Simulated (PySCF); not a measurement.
[SiO2]-: breathing scan

These are results of PySCF, UPBE0, basis Si def2-TZVPD, O def2-TZVPD (no relativity, density fitting), not measurements.

Rigid scan from the doublet minimum (Si–O 1.551 Å (×2); O–Si–O 138.7°). Coordinate: all bonds to the central atom scaled together. Energies in kJ/mol from the minimum.

```tsv
scale of all bonds to the centre	E (kJ/mol)	dipole size (D, about the centre of mass)	⟨S²⟩
0.88	230.4	0.29	0.75
0.92	89.7	0.49	0.75
0.96	19.7	0.68	0.75
1.00	0.0	0.86	0.76
1.04	15.5	1.02	0.76
1.08	54.9	1.16	0.76
1.14	141.4	1.34	0.76
1.22	279.8	1.53	0.77
1.35	506.5	1.83	0.80
```

Other isomers or separated fragments may lie lower.
